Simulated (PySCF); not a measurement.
Species: sulfuryl chloride fluoride, ClFO2S.
Geometry (PBE0-D3(BJ)/def2-SVP, Å), atoms numbered from 1 in this order:
```xyz
5
ClFO2S angstrom
O      0.0023   -1.1200   -1.0658
S     -0.0355   -0.2129    0.0393
O     -0.0336   -0.6134    1.4122
F     -1.2970    0.7266   -0.1706
Cl     1.3772    1.2235   -0.2323
```

The closed-shell ground state was solved at several levels (PySCF, density fitting, gas phase, non-relativistic).

```tsv
level	basis functions	HOMO (eV)	LUMO (eV)	gap (eV)	dipole (D)
B3LYP/pcSseg-2	194	-9.91	-2.92	6.99	1.58
PBE0/pcSseg-1	99	-10.15	-2.63	7.52	1.33
```

**Question.** What might wB97X-D/def2-SVPD (123 basis functions) give for the same quantities?

**Answer.** HOMO -12.14 eV, LUMO -1.07 eV, gap 11.07 eV, dipole 1.52 D.

**Question.** Over all these levels, which gives the widest orbital gap and which the narrowest?

**Answer.** wB97X-D/def2-SVPD (range-separated hybrid) has the widest, 11.07 eV, and B3LYP/pcSseg-2 (global hybrid, 20 % exact exchange) the narrowest, 6.99 eV. Functional and basis both differ between the two, so the spread mixes both effects.

**Question.** How far do the dipole and the HOMO energy spread over the levels?

**Answer.** The dipole runs from 1.33 to 1.58 D (mean 1.48 D) and the HOMO from -12.14 to -9.91 eV.
